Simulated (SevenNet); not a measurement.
hcp Mg

Level of theory: the machine-learned potential SevenNet-0 (trained on PBE and PBE+U data).

Cell (relaxed at this level):

```
CELL_PARAMETERS angstrom
      3.19020     0.00000     0.00000
     -1.59510     2.76280     0.00000
      0.00000     0.00000     5.20997
ATOMIC_POSITIONS crystal
  Mg 0.66667 0.33333 0.75000
  Mg 0.33333 0.66667 0.25000
```

For hcp Mg, the vacancy formation energy is 0.62 eV.

Measured, for comparison: vacancy formation energy 0.73 ± 0.2 eV (midpoint of the printed range, monovacancy, our sources range from 0.73 to 0.79; as tabulated in Houze et al. (2007), arXiv:0708.0075). Computed (rounded) less measured: vacancy formation energy not scored (a reference that its source doubts or gives as a wide range).

A machine-learned potential is trained on density-functional data: it inherits that level's misses and adds fitting errors of its own.
